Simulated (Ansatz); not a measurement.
## CF3 (trifluoromethyl radical): the vertical ionisation energy from total energies

CF3 has 4 atoms, charge 0, and is taken as a doublet. As SMILES, `F[C](F)F`. Geometry: relaxed at PBE0-D4/def2-TZVP.

Both states at this one shape; open shells run unrestricted unless said. 1 Eh = 27.2114 eV.

```tsv
level	program	doublet CF3 (Eh)	singlet [CF3]+ (Eh)
UHF/STO-3G	Ansatz	-331.474430	-331.176284
UBHLYP/def2-SVPD	Ansatz	-337.193717	-336.765648
UPBE0/def2-SVPD	Ansatz	-337.005851	-336.592297
UB2PLYP/def2-SVPD, 4 core orbitals frozen	Ansatz	-337.080009	-336.672142
```

**Question.** Work out the vertical ionisation energy at each level.

**Answer.** 
1. UHF/STO-3G: -331.176284 − (-331.474430) = 0.298146 Eh = 8.11 eV.
2. UBHLYP/def2-SVPD: -336.765648 − (-337.193717) = 0.428069 Eh = 11.65 eV.
3. UPBE0/def2-SVPD: -336.592297 − (-337.005851) = 0.413554 Eh = 11.25 eV.
4. UB2PLYP/def2-SVPD: -336.672142 − (-337.080009) = 0.407867 Eh = 11.10 eV.

No measured value is set beside it here; the levels span 8.11 to 11.65 eV. Minimal sets are far from the basis-set limit.
